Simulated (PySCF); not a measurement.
# HAl(OH) + Cl₂ → AlCl₂ + H₂O

Level: PBE0 in the def2-TZVP basis family, all electrons, no relativity, computed in PySCF with density fitting; open shells unrestricted.

```
species                                                                 state and structure       E (Eh)  ZPE (kJ/mol)  H(298 K) − H(0) (kJ/mol)  S° (J/(mol K))
HAl(OH)  doublet, Cs, Al–H 1.604 Å, Al–O 1.702 Å, O–H 0.956 Å; Al–O–H 124.2°, H–Al–O 114.2°   -318.70052          49.0                      11.8           252.5
    Cl₂                                                         singlet, D∞h, Cl–Cl 1.982 Å   -920.08940           3.5                       9.1           222.5
  AlCl₂                                   doublet, C2v, Al–Cl 2.102 Å (×2); Cl–Al–Cl 119.0°  -1162.55060           7.1                      12.8           289.6
    H₂O                                        singlet, C2v, O–H 0.960 Å (×2); H–O–H 105.1°    -76.37736          56.5                       9.9           188.7
```

(1) What is the electronic reaction energy?

(2) Add zero-point, thermal and entropy terms for 298.15 K and 1 bar.

Answers

(1) At PBE0/def2-TZVP, ΔE = -362.4 kJ/mol from the differences of the total energies times 2625.5, downhill. 

(2) ΔZPE = 11.1 and Δ[H(298) − H(0)] = 1.8 kJ/mol give ΔH° = -349.5 kJ/mol. ΔS° = 3.3 J/(mol K), so ΔG° = -349.5 − 298.15 × (0.0033) = -350 kJ/mol.

Only the bonding shown was studied: isomers, or loss of a ligand pair, can lie lower.
